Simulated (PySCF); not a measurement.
Species: C6H8.
InChI=1S/C6H8/c1-4-6(3)5-2/h4H,1-2H2,3H3

Level: CAM-B3LYP/def2-SVPD in PySCF, non-relativistic, on one gas-phase PBE0-D3(BJ)/def2-SVP geometry that isn't relaxed in the solvent. The solvent is an IEF-PCM continuum (Bondi radii, 1.10 Å for H, scaled by 1.2), and excitations are vertical TDDFT with non-equilibrium linear response and a frozen core. Only the electrostatic response of the medium enters.

Gas-phase singlets (H = HOMO, L = LUMO):

```
state  E (eV)  λ (nm)      f  leading configuration
   S1   5.439     228  0.001              H→L+2 38%
   S2   5.803     214  0.000              H-1→L 86%
   S3   5.827     213  0.793                H→L 97%
   S4   6.388     194  0.006              H→L+1 50%
   S5   7.110     174  0.018              H→L+3 78%
```

Task: Give the list for benzene (ε = 2.271), n² = 2.25.

Result: 
```tsv
state	E (eV)	λ (nm)	f	leading configuration	change by rank (eV)
S1	5.443	228	0.001	H→L+2 40%	+0.004
S2	5.566	223	1.038	H→L 97%	-0.237
S3	5.805	214	0.000	H-1→L 86%	-0.022
S4	6.373	195	0.006	H→L+1 49%	-0.015
S5	7.144	174	0.029	H→L+3 81%	+0.034
```

Task: Give the list for chloroform (ε = 4.711), n² = 2.09.

Result: 
```csv
state,E (eV),λ (nm),f,leading configuration,change by rank (eV)
S1,5.451,227,0.001,H→L+2 40%,+0.012
S2,5.591,222,1.015,H→L 97%,-0.212
S3,5.811,213,0.000,H-1→L 86%,-0.016
S4,6.378,194,0.005,H→L+1 49%,-0.010
S5,7.182,173,0.031,H→L+3 83%,+0.072
```

Task: The ground-state energy changes by -0.073 eV from gas to chloroform. By how much does the total energy of gas-phase S3 change?

Result: E(S3) = E(S0) + excitation energy, so it changes by -0.073 − 0.236 = -0.309 eV: it is lowered more than the ground state, which is what a red shift means. This is the vertical state, with the slow part of the continuum still set for S0.

Task: How do the frontier levels move from gas to chloroform?

Result: 
```json
{"orbital": "LUMO+2", "gas (eV)": "1.56", "solvent (eV)": "1.59", "change (eV)": "+0.03"}
{"orbital": "LUMO+1", "gas (eV)": "1.27", "solvent (eV)": "1.32", "change (eV)": "+0.05"}
{"orbital": "LUMO", "gas (eV)": "0.40", "solvent (eV)": "0.41", "change (eV)": "+0.01"}
{"orbital": "HOMO", "gas (eV)": "-7.80", "solvent (eV)": "-7.80", "change (eV)": "0.00"}
{"orbital": "HOMO-1", "gas (eV)": "-9.15", "solvent (eV)": "-9.14", "change (eV)": "+0.01"}
{"orbital": "HOMO-2", "gas (eV)": "-10.19", "solvent (eV)": "-10.18", "change (eV)": "+0.01"}
{"orbital": "HOMO-3", "gas (eV)": "-11.46", "solvent (eV)": "-11.40", "change (eV)": "+0.06"}
```

The HOMO–LUMO gap goes from 8.20 to 8.21 eV.

Conformer computed: `[CH2:1]=[C:2]=[C:3]([CH3:4])[CH:5]=[CH2:6]`: C2–C3–C5–C6 180°.
